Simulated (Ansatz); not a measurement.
Geometry optimisation, Ansatz, RKS PBE-D4/def2-SVP.

The input (input.yaml):

```yaml
crystal:
  periodic: [false, false, false]
  atoms:
    - { symbol: Si, position_ang: [-0.496794, -0.051404, -0.321122] }
    - { symbol: Cl, position_ang: [0.1339, 0.722732, 2.869901] }
    - { symbol: H, position_ang: [0.727781, -0.596081, 0.351554] }
    - { symbol: H, position_ang: [-0.26265, 1.388181, -0.711039] }
    - { symbol: H, position_ang: [-0.75764, -0.847697, -1.580075] }
    - { symbol: "N", position_ang: [-1.975883, -0.25217, 0.687819] }
    - { symbol: H, position_ang: [-2.748941, -0.724694, 0.20491] }
    - { symbol: H, position_ang: [-2.338243, 0.615296, 1.105398] }
    - { symbol: H, position_ang: [-0.732031, -0.254163, 2.567654] }
basis:
  gaussian: { orbitals: def2-SVP }
hamiltonian:
  xc: pbe
  dispersion: d4
relax:
  f_tol: 0.03
  max_steps: 50
```

Launched with:

```bash
$ ansatz run input.yaml --threads 1 --pin off --max-ram 2048MiB --backend cpu --events-out ev --progress --plain --runs-dir out
```

**Question.** Where does it end, and by what steps?

**Answer.** It converged. After 11 steps the energy has fallen by 0.313 eV; H7 moved furthest, 1.00 Å.

```json
{"step": "0", "energy less start (eV)": "0.0000", "largest force component (eV/Å)": "0.580", "accepted": "yes"}
{"step": "1", "energy less start (eV)": "-0.0651", "largest force component (eV/Å)": "0.781", "accepted": "yes"}
{"step": "2", "energy less start (eV)": "-0.1402", "largest force component (eV/Å)": "0.305", "accepted": "yes"}
{"step": "3", "energy less start (eV)": "-0.1930", "largest force component (eV/Å)": "0.284", "accepted": "yes"}
{"step": "4", "energy less start (eV)": "-0.2296", "largest force component (eV/Å)": "0.419", "accepted": "yes"}
{"step": "5", "energy less start (eV)": "-0.2563", "largest force component (eV/Å)": "0.245", "accepted": "yes"}
{"step": "6", "energy less start (eV)": "-0.2802", "largest force component (eV/Å)": "0.252", "accepted": "yes"}
{"step": "7", "energy less start (eV)": "-0.3016", "largest force component (eV/Å)": "0.197", "accepted": "yes"}
{"step": "8", "energy less start (eV)": "-0.3075", "largest force component (eV/Å)": "0.162", "accepted": "yes"}
{"step": "9", "energy less start (eV)": "-0.3114", "largest force component (eV/Å)": "0.109", "accepted": "yes"}
{"step": "10", "energy less start (eV)": "-0.3129", "largest force component (eV/Å)": "0.036", "accepted": "yes"}
{"step": "11", "energy less start (eV)": "-0.3135", "largest force component (eV/Å)": "0.025", "accepted": "yes"}
```

```xyz
9
Properties=species:S:1:pos:R:3
Si -0.486 -0.069 -0.425
Cl -0.102 0.628 3.211
H 0.579 -1.021 0.023
H -0.007 1.351 -0.435
H -0.933 -0.444 -1.815
N -1.791 -0.153 0.789
H -2.192 -1.084 0.953
H -2.561 0.515 0.664
H -0.957 0.278 2.210
```

Run time: 27 s on 1 thread of Arm Neoverse V2 (shared host), peak memory 0.12 GiB.
